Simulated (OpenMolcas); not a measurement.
# One shape, several levels: C3H6F2 (1,3-difluoropropane)

Wanted: a comparison of 6 runs (HF/3-21G, B3LYP/6-31G*, B3LYP/cc-pVDZ, BLYP/cc-pVDZ, M06-L/cc-pVDZ, CCSD(T)/cc-pVDZ) of C3H6F2 (1,3-difluoropropane). 

Program for the calculation: OpenMolcas 26.06.

### Step 1. Starting point

The species is C3H6F2 (11 atoms), meant as a singlet with charge 0. As SMILES, `FCCCF`. One bond was lengthened or shortened from a relaxed shape.

Bond lengths: F1–C2 1.383 Å, C2–C3 1.736 Å, C3–C4 1.507 Å, C4–F5 1.386 Å, C2–H6 1.096 Å, C2–H7 1.093 Å, C3–H8 1.093 Å, C3–H9 1.095 Å, C4–H10 1.095 Å, C4–H11 1.093 Å. Some angles: F1–C2–C3 109.8°, C2–C3–C4 112.4°, C3–C4–F5 110.3°, F1–C2–H6 107.7°, F1–C2–H7 107.9°, C3–C2–H6 111.1°, C3–C2–H7 111.3°, C2–C3–H8 109.6°, C2–C3–H9 109.3°, C4–C3–H8 109.6°.

### Step 2. The energy at HF/3-21G (run 1)

File mol.input:

```
&GATEWAY
 BasLib=$CurrDir
 Coord
 11
 angstrom
 F       -2.015456       1.627666      -0.003818
 C       -0.766356       1.195666       0.403882
 C       -0.375000      -0.298800      -0.387800
 C        0.967500      -0.838200       0.034700
 F        1.975600       0.040200      -0.331200
 H       -0.795556       1.070266       1.491882
 H       -0.043056       1.976766       0.157382
 H       -0.388200      -0.154300      -1.471600
 H       -1.138100      -1.046200      -0.147100
 H        1.026200      -0.968100       1.120800
 H        1.173400      -1.798000      -0.445900
 Basis=3-21G
 Group=NoSym

&SEWARD

&SCF
 Thresholds=1e-10 1e-07 1e-07 1e-05
 PrOrbitals=1 1
```

The basis set 3-21G is read from a file made from the Basis Set Exchange's data (not shown).

Command:

```bash
$ export MOLCAS_MEM=1860
$ pymolcas mol.input > mol.log
```

Output:

```text
--- Start Module: gateway ---
[...]
--- Stop Module: gateway /rc=_RC_ALL_IS_WELL_ ---
--- Start Module: seward ---
[...]
      Basis functions           57
--- Stop Module: seward /rc=_RC_ALL_IS_WELL_ ---
--- Start Module: scf ---
[...]
       Convergence after  12 Iterations
[...]
::    Total SCF energy                               -314.2241912702
[...]
      Total spin, S                                     0.0000000000
[...]
      Total electronic charge=   42.000000
      Total            charge=   -0.000000
[...]
      Dipole Moment (debye):
      Origin of the operator (angstrom)=   -0.0376    0.3931   -0.0630
                   X=  2.6527E-01               Y= -2.0085E+00               Z=  1.0321E+00           Total=  2.2737E+00
      Quadrupole Moment (debye*angstrom):
[...]
--- Stop Module: scf /rc=_RC_ALL_IS_WELL_ ---
[...]
```

Wall time 2.1 s (1 thread of Arm Neoverse V2, shared host); peak memory 0.39 GiB.

### Step 3. The energy at B3LYP/6-31G(d) (spherical functions) (run 2)

File run.input:

```
* C3H6F2 Kohn-Sham DFT
>>> EXPORT MOLCAS_PRINT=2

&GATEWAY
  BasLib=$CurrDir
  BasisSet
  F.6-31Gs....
  F1 -2.015456 1.627666 -0.003818 angstrom
  F5 1.975600 0.040200 -0.331200 angstrom
  End of Basis
  BasisSet
  C.6-31Gs....
  C2 -0.766356 1.195666 0.403882 angstrom
  C3 -0.375000 -0.298800 -0.387800 angstrom
  C4 0.967500 -0.838200 0.034700 angstrom
  End of Basis
  BasisSet
  H.6-31Gs....
  H6 -0.795556 1.070266 1.491882 angstrom
  H7 -0.043056 1.976766 0.157382 angstrom
  H8 -0.388200 -0.154300 -1.471600 angstrom
  H9 -1.138100 -1.046200 -0.147100 angstrom
  H10 1.026200 -0.968100 1.120800 angstrom
  H11 1.173400 -1.798000 -0.445900 angstrom
  End of Basis

&SEWARD
  GridInput
  Grid=UltraFine
  End of Grid

&SCF
  KSDFT=B3LYP
  Thresholds=1e-10 1e-07 1e-07 1e-05
  PrOrbitals=1 2
```

The basis set 6-31G* is read from a file made from the Basis Set Exchange's data (not shown).

Command:

```bash
$ export MOLCAS_MEM=1860
$ pymolcas run.input > run.log
```

Output:

```text
--- Start Module: gateway ---
[...]
--- Stop Module: gateway /rc=_RC_ALL_IS_WELL_ ---
--- Start Module: seward ---
[...]
      Basis functions           82
--- Stop Module: seward /rc=_RC_ALL_IS_WELL_ ---
[...]
--- Start Module: scf ---
[...]
       Convergence after  13 Iterations
[...]
::    Total KS-DFT energy                            -317.5745703250
[...]
      Total spin, S                                     0.0000000000
[...]
      Total electronic charge=   42.000000
      Total            charge=   -0.000000
[...]
      Dipole Moment (debye):
      Origin of the operator (angstrom)=   -0.0376    0.3931   -0.0630
                   X=  1.5039E-01               Y= -1.5200E+00               Z=  7.4420E-01           Total=  1.6991E+00
      Quadrupole Moment (debye*angstrom):
[...]
--- Stop Module: scf /rc=_RC_ALL_IS_WELL_ ---
[...]
```

Wall time 24 s (1 thread of Arm Neoverse V2, shared host); peak memory 0.45 GiB.

Runs 3 to 5 aren't shown in full; the table further down has their settings and results.

### Step 4. A single-point energy at CCSD(T)/cc-pVDZ (Cholesky decomposition) (run 6)

File test.inp:

```
&GATEWAY
 BASLIB = $CurrDir
 COORD
 11
 angstrom
 F       -2.015456       1.627666      -0.003818
 C       -0.766356       1.195666       0.403882
 C       -0.375000      -0.298800      -0.387800
 C        0.967500      -0.838200       0.034700
 F        1.975600       0.040200      -0.331200
 H       -0.795556       1.070266       1.491882
 H       -0.043056       1.976766       0.157382
 H       -0.388200      -0.154300      -1.471600
 H       -1.138100      -1.046200      -0.147100
 H        1.026200      -0.968100       1.120800
 H        1.173400      -1.798000      -0.445900
 BASIS = cc-pVDZ
 GROUP = NoSym

&SEWARD
 HIGH

&SCF
 THRESHOLDS = 1e-10 1e-07 1e-07 1e-05
 PRORBITALS = 1 2

&CHCC
 FROZEN = 5
 THRESHOLD = 1e-08
 MAXITERATIONS = 80

&CHT3
 FROZEN = 5
```

The basis set cc-pVDZ is read from a file made from the Basis Set Exchange's data (not shown).

Command:

```bash
$ export MOLCAS_MEM=1860
$ pymolcas test.inp > test.log
```

Output:

```text
--- Start Module: gateway ---
[...]
--- Stop Module: gateway /rc=_RC_ALL_IS_WELL_ ---
[...]
      Basis functions          100
[...]
       Convergence after  12 Iterations
[...]
::    Total SCF energy                               -315.9607269628
[...]
      Total spin, S                                     0.0000000000
[...]
      Total electronic charge=   42.000000
      Total            charge=   -0.000000
[...]
      Dipole Moment (debye):
      Origin of the operator (angstrom)=   -0.0376    0.3931   -0.0630
                   X=  2.4626E-01               Y= -1.9214E+00               Z=  9.6166E-01           Total=  2.1627E+00
      Quadrupole Moment (debye*angstrom):
[...]
--- Start Module: chcc ---
[...]
--- Stop Module: chcc /rc=_RC_ALL_IS_WELL_ ---
[...]
--- Start Module: cht3 ---
[...]
--- Stop Module: cht3 /rc=_RC_ALL_IS_WELL_ ---
[...]
```

Run time: 6.9 min. Hardware: 1 thread of Arm Neoverse V2, shared host; peak memory 0.22 GiB.

### Step 5. All runs side by side

```
run                                     level  integration grid  integral approximation  energy (Eh)  dipole moment (D) of the reference  HOMO energy (eV)  LUMO energy (eV)  wall time
  1                                  HF/3-21G                 –                    none  -314.224191                                2.27            -12.26              6.93      2.1 s
  2        B3LYP/6-31G* (spherical functions)         UltraFine                    none  -317.574570                                1.70             -8.26              2.38       24 s
  3                             B3LYP/cc-pVDZ         UltraFine                    none  -317.597000                                1.73             -8.37              1.50       41 s
  4                              BLYP/cc-pVDZ         UltraFine                    none  -317.501292                                1.56             -6.87              0.98       37 s
  5                             M06-L/cc-pVDZ         UltraFine                    none  -317.555465                                1.74             -7.43              1.75       58 s
  6  CCSD(T)/cc-pVDZ (Cholesky decomposition)                 –                 CD high  -316.821134                                2.16            -12.40              4.77    6.9 min
```

### Step 6. What came out

| quantity | value |
| --- | --- |
| run 6: total energy | -316.82113 Eh |
| run 6: dipole moment (mean-field density) | 2.16 D |
| run 6: HOMO energy (Hartree–Fock orbitals) | -12.40 eV |
| run 6: LUMO energy (Hartree–Fock orbitals) | 4.77 eV |
| run 6: HOMO–LUMO gap (Hartree–Fock orbitals) | 17.17 eV |
| run 6: correlation energy (5 core orbitals frozen) | -860.4 mEh |
| run 6: (T) correction | -19.70 mEh |

Over runs 1, 2, 3, 4, 5 the dipole moment (its size) runs from 1.56 D (BLYP/cc-pVDZ) to 2.27 D (HF/3-21G). The two ends differ in method and basis. Over runs 1, 2, 3, 4, 5 the HOMO–LUMO gap runs from 7.85 eV (BLYP/cc-pVDZ) to 19.19 eV (HF/3-21G). Totals of different functionals can't be ranked against each other. All runs together took 9.6 min, the longest 6.9 min.
